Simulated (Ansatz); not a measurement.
**Worked example: a bond strength in BH2O (SMILES B[O])**

BH2O has 4 atoms, charge 0, and is taken as a doublet. As SMILES, `B[O]`. Geometry: optimised at r2SCAN/def2-SVP.

| atom | x (Å) | y (Å) | z (Å) |
| --- | --- | --- | --- |
| B | 0.0109 | -0.0141 | -0.0070 |
| O | 1.0331 | -0.3433 | 0.6822 |
| H | -1.0644 | -0.5869 | 0.1465 |
| H | 0.0758 | 0.8840 | -0.8418 |

Wanted: the dissociation energy of the O2–B1 bond into triplet O and doublet BH2 (shapes relaxed at r2SCAN/def2-SVP, no zero-point term). 1 Eh = 2625.50 kJ/mol = 27.2114 eV. Totals in Eh; open shells run unrestricted unless said.

| level | program | BH2O | triplet O | doublet BH2 |
| --- | --- | --- | --- | --- |
| UPBE0-D4/def2-TZVPP | Ansatz | -101.163506 | -75.018600 | -25.894979 |
| U-wB97M-V/def2-TZVPP | Ansatz | -101.240739 | -75.077171 | -25.910636 |
| UCCSD(T)/def2-TZVPP, 2 core orbitals frozen | Ansatz | -101.079031 | -74.976744 | -25.863331 |

Question: Work out the dissociation energy at each level.

Answer: 
1. UPBE0-D4/def2-TZVPP: (-75.018600) + (-25.894979) − (-101.163506) = 0.249927 Eh = 656.2 kJ/mol = 6.80 eV.
2. U-wB97M-V/def2-TZVPP: (-75.077171) + (-25.910636) − (-101.240739) = 0.252932 Eh = 664.1 kJ/mol = 6.88 eV.
3. UCCSD(T)/def2-TZVPP: (-74.976744) + (-25.863331) − (-101.079031) = 0.238956 Eh = 627.4 kJ/mol = 6.50 eV.

The levels span 627 to 664 kJ/mol; no measured value is set beside them. A bond enthalpy at 298 K also holds the loss of zero-point energy and thermal terms.
